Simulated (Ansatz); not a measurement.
Two isomers of C4H7ClO: A = `C=COCCCl`, B = `C/C(O)=C(\C)Cl`.

Calculated with Ansatz (gas phase, PBE0-D4/def2-TZVP geometries, no zero-point term in ΔE). CBS: MP2 limit from def2 TZ/QZ plus the TZ coupled-cluster correction, frozen cores. Functionals use def2-TZVPP. B3LYP here is the variant with VWN-RPA as its local correlation; programs differ in this. Each species was taken in one conformer, which may not be the lowest.

A:

```xyz
13

C    -2.1859   -0.4212    0.2494
C    -1.5569    0.3942   -0.5898
O    -0.2309    0.6094   -0.6949
C     0.5980   -0.1136    0.1866
C     2.0171    0.2922   -0.1244
Cl    3.1322   -0.5794    0.9483
H    -3.2642   -0.4797    0.2047
H    -1.6789   -1.0357    0.9805
H    -2.0910    1.0000   -1.3135
H     0.4660   -1.1919    0.0397
H     0.3501    0.1233    1.2277
H     2.1645    1.3588    0.0373
H     2.2799    0.0436   -1.1514
```

B:

```xyz
13

C     0.7007    0.4870   -1.4181
C    -0.4329    0.5207   -0.4569
O    -1.4187    1.3347   -0.8928
C    -0.4963   -0.1552    0.6960
C     0.4988   -1.0767    1.2991
Cl   -1.9439    0.0516    1.6595
H     0.3439    0.1415   -2.3920
H     1.5089   -0.1611   -1.0911
H     1.0933    1.4980   -1.5557
H    -2.1301    1.3231   -0.2368
H     1.3808   -1.1730    0.6674
H     0.8222   -0.7165    2.2800
H     0.0733   -2.0743    1.4415
```

Question: Which isomer does CCSD(T)/CBS put lower? Give the gap. (Estimate.)

Answer: Computed: B, by 17.0 kcal/mol.

Question: Give E(B) − E(A) in kcal/mol with CCSD/def2-TZVPP, r2SCAN-D4, PBE-D4, ωB97M-V, B3LYP, PBE0-D4, B2PLYP. (An estimate is asked.)

Answer: Ansatz gave: CCSD/def2-TZVPP -15.4, r2SCAN-D4 -18.6, PBE-D4 -19.4, ωB97M-V -16.8, B3LYP -15.5, PBE0-D4 -18.9, B2PLYP -16.2. None reverses the order clearly.

Largest T1 diagnostic: 0.011.

The D4 term adds −1.2 kcal/mol with B3LYP and −0.6 kcal/mol with PBE0; it sums over pairs of atoms, weighted by their polarisabilities, and B3LYP, whose exchange is more repulsive, gets the larger term. In def2-TZVPP, CCSD(T) changes the Hartree–Fock value by −5.6 kcal/mol (the triples alone add −0.9 kcal/mol) and MP2 by −8.0 kcal/mol.
